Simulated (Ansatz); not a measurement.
Correlation energies of `FCC=C(F)F` by basis set

Cartesian coordinates in Å:
```
F 0.801 0.289 -1.658
C 0.717 0.846 -0.405
C -0.162 0.073 0.513
C -0.792 -1.057 0.262
F -0.775 -1.740 -0.853
F -1.554 -1.669 1.146
H 0.338 1.869 -0.515
H 1.733 0.907 0.004
H -0.305 0.482 1.506
```

The species carries charge 0 and has multiplicity 1. The geometry is a stationary point of PBE0-D4/def2-TZVP. It is a higher conformer; a search finds a lower one. Frozen core, restricted reference, Ansatz 0.2.0. CBS rows extrapolate triple and quadruple zeta; past MP2 they add the triple-zeta difference.

```csv
basis,HF (Eh),MP2 corr.,CCSD corr.,(T),CCSD(T) total
def2-TZVPP,-413.80277,-1.21936,-1.24037,-0.04409,-415.08723
def2-QZVPP,-413.82074,-1.32310,–,–,–
CBS(def2),-413.82322,-1.39994,-1.42095,as TZ,-415.28826
```
